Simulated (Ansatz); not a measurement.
The first iterations of a band of CH$_{3}$OSi (6 atoms, charge 1, multiplicity 1).

These are results of Ansatz 0.2.0, RKS B3LYP/def2-SVP, not measurements.

| Property | Result |
| --- | --- |
| movable images | 7 |
| climbing image | yes |
| spring | 5.0 eV/Å² |
| optimiser | lbfgs |
| start path | through a guess of the saddle point |
| force threshold | 0.03 eV/Å |
| iteration limit | 60 |
| end points | relaxed |
| largest step | 0.02 Å |

Image 0:

```xyz
6
Properties=species:S:1:pos:R:3
O 1.023 -1.911 0.997
C 0.543 -1.018 0.529
Si -0.319 0.596 -0.311
H -1.464 -0.071 -0.965
H 0.804 1.031 -1.168
H -0.586 1.373 0.918
```

Image 8:

```xyz
6
Properties=species:S:1:pos:R:3
O 1.022 -1.914 0.999
C 0.543 -1.019 0.535
Si -0.319 0.596 -0.311
H -1.695 0.076 -0.449
H -0.060 1.582 0.759
H 0.509 0.679 -1.533
```

| iteration | highest image above the first end (eV) | largest band force component (eV/Å) |
| --- | --- | --- |
| 1 | 113.373 | 446.973 |
| 2 | 95.570 | 353.442 |
| 3 | 81.646 | 290.506 |
| 4 | 70.471 | 245.950 |
| 5 | 61.334 | 212.493 |
| 6 | 53.759 | 185.993 |
| 7 | 47.410 | 164.115 |
| 8 | 42.038 | 145.500 |
| 9 | 37.456 | 129.295 |
| 10 | 33.513 | 114.916 |
| 11 | 30.089 | 101.942 |
| 12 | 27.088 | 90.064 |
| 13 | 24.495 | 79.333 |
| 14 | 22.357 | 70.133 |
| 15 | 20.563 | 62.172 |
| 16 | 19.031 | 55.244 |
| 17 | 17.704 | 49.190 |
| 18 | 16.537 | 43.887 |
| 19 | 15.498 | 39.227 |
| 20 | 14.562 | 35.122 |

Does the band converge within its limit, and where does its top end?

It did not converge within its limit. It ended after 60 iterations with the highest image 2.979 eV above the first end. The band didn't meet its force threshold, so its energies are provisional: the largest band force was still 2.71 eV/Å, and over the last iterations the top moved between 2.98 and 3.17 eV. Limits of this set-up: the dipole of an ion depends on the origin.

Time of the run: 4.9 min on 1 thread of Intel(R) Xeon(R) 6975P-C (Granite Rapids), with other jobs on the host, peak memory 0.12 GiB.
